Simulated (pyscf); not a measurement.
## Concerted two-bond exchange: `[CH3][SiH][Cl]` [doublet] + `[H][H]` → `[CH3][SiH2]` [doublet] + `[ClH]`

Gas phase, doublet surface, charge 0. Bonds broken: Si2–Cl9, H6–H7. Bonds formed: Si2–H7, H6–Cl9. PySCF, gas phase, ωB97X-D3(BJ)/def2-SVP geometries.

Transition state (Å):

```xyz
9

C     -0.0572     0.2535    -0.6862
Si     0.1424     0.4335     1.1721
H      0.8265     0.6840    -1.1850
H     -0.9478     0.8035    -1.0217
H     -0.1405    -0.8030    -0.9862
H     -1.5667     0.0994     1.7413
H     -1.0369    -0.6750     1.6730
H      1.1747    -0.5562     1.6776
Cl    -2.0204     1.7150     1.6675
```

One imaginary mode, 956i cm⁻¹; descent along it reached the two sides named.

```csv
bond,change,reactant side (Å),saddle,product side
Si2–Cl9,breaks,2.081,2.562,3.7
H6–H7,breaks,0.761,0.941,2.280
Si2–H7,forms,3.7,1.694,1.502
H6–Cl9,forms,2.9,1.680,1.285
```

Electronic energies relative to the separated reactants (eV):

| level | barrier | reaction energy | reverse barrier |
|---|---|---|---|
| ωB97X-D3(BJ)/def2-TZVP | 2.09 | +0.97 | 1.13 |
| PBE/def2-TZVP | 1.68 | +0.86 | 0.82 |
| r²SCAN/def2-TZVP | 1.84 | +0.92 | 0.92 |
| B3LYP-D3(BJ)/def2-TZVP | 1.94 | +0.89 | 1.04 |
| PBE0-D3(BJ)/def2-TZVP | 1.83 | +0.87 | 0.96 |
| M06-2X/def2-TZVP | 2.06 | +0.95 | 1.11 |
| ωB97M-D3(BJ)/def2-TZVP | 1.98 | +0.85 | 1.13 |
| HF/def2-TZVP | 2.70 | +0.72 | 1.98 |

With ωB97M-D3(BJ)/def2-TZVP energies and thermal terms (ideal gas, 1 atm, RRHO with modes under 100 cm⁻¹ raised to 100, one conformer, R ln 2 for chiral ones without a mode under 150 cm⁻¹), in eV:

```
T (K)   ΔH‡   ΔG‡     ΔH     ΔG
-----  ----  ----  -----  -----
298    2.00  2.36  +0.90  +0.83
600    1.97  2.73  +0.87  +0.77
900    1.96  3.12  +0.85  +0.73
1200   1.97  3.50  +0.84  +0.70
```

This saddle turned up in a search for another step; its sides and bond changes are read from the two ends of the descent. The same reactants have a lower exit, to H₃C–SiH₂–Cl + H• (barrier +0.66 eV at ωB97M-D3(BJ)/def2-TZVP, against +1.98 eV here). One saddle was located; it need not be the lowest between these sides.
